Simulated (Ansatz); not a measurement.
The input, for Ansatz 0.2.0:

```yaml
crystal:
  periodic: [false, false, false]
  atoms:
    - {symbol: Al, position_ang: [0.000000, 0.000000, -0.926021]}
    - {symbol: Al, position_ang: [0.000000, 0.000000, -3.602959]}
    - {symbol: H, position_ang: [0.000000, 0.000000, 4.528979]}
basis:
  gaussian: {orbitals: aug-cc-pVDZ}
magnetization: {spin_polarized: false, initial_magnetization: 1}
correlation: {active_space: {ras: {orbitals: [3, 1, 49], electrons: 7, max_holes: 2, max_particles: 2}, fixed_orbitals: true}}
```

```sh
$ ansatz run in.yaml --threads 1 --pin off --events-out ev --progress --plain --max-ram 2393MiB
```

The program prints:

```
629 factors; integrals over basis functions are off by at most 5.4e-4 eV
mean field evaluation 1: about -13172.2907 eV, gradient 1.1e1 eV
mean field evaluation 2: about -13172.2909 eV, gradient 1.1e1 eV
mean field evaluation 4: about -13172.9239 eV, gradient 8.1e0 eV
mean field evaluation 8: about -13175.3652 eV, gradient 8.2e0 eV
mean field evaluation 16: about -13176.4179 eV, gradient 2.8e-6 eV
mean field evaluation 32: about -13172.2907 eV, gradient 1.1e1 eV
mean field evaluation 64: about -13173.8656 eV, gradient 2.9e-2 eV
mean field evaluation 96: about -13174.2633 eV, gradient 2.9e-2 eV
mean field evaluation 128: about -13176.9908 eV, gradient 2.1e-1 eV
mean field evaluation 160: about -13175.5357 eV, gradient 8.7e0 eV
mean field -13176.99102782 eV, -484.2454885871 hartree, gradient 9.5e-7 eV, S^2 0.750000; 11 other end points of the search recorded, 0 dependent functions left out
reference -13176.99102782 eV, -484.2454885871 hartree; 14, 13 occupied and 49, 50 virtual orbitals, 629 factors
state -13180.00468597 eV, -484.3562384813 hartree
Total energy: -13180.00468597 eV, -484.3562384813 hartree
```

Ran on 1 thread of Arm Neoverse V1, shared host: 4.6 s wall, 0.19 GiB peak host memory.
